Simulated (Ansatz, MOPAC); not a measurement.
System: methane, CH$_{4}$ (charge 0, singlet). SMILES: C

Atoms: C1, H2, H3, H4, H5. Bonds: C1-H2, C1-H3, C1-H4, C1-H5.

Bond lengths (Å) and angles (degrees) optimised at AM1 with MOPAC; HF/STO-3G with Ansatz (a program for electronic structure); HF/3-21G with Ansatz; HF/6-31G* with Ansatz; PBE/6-31G* with Ansatz; B3LYP/6-31G* with Ansatz, each started from the B3LYP-D3(BJ)/def2-TZVP structure (Ansatz) of the last column. A row stands for all coordinates that are equal there. 6-31G* holds six Cartesian d functions. No wavenumbers were computed at HF/STO-3G, PBE/6-31G*, so these may be saddle points.

```tsv
coordinate	AM1	HF/STO-3G	HF/3-21G	HF/6-31G*	PBE/6-31G*	B3LYP/6-31G*	B3LYP-D3(BJ)/def2-TZVP
C1-H2	1.112	1.083	1.083	1.084	1.100	1.093	1.089
H2-C1-H3	109.5	109.5	109.5	109.5	109.5	109.5	109.5
```

Mean signed difference of all 4 bond lengths from B3LYP-D3(BJ)/def2-TZVP: AM1 0.022 Å, HF/STO-3G -0.006 Å, HF/3-21G -0.006 Å, HF/6-31G* -0.006 Å, PBE/6-31G* 0.011 Å, B3LYP/6-31G* 0.004 Å.
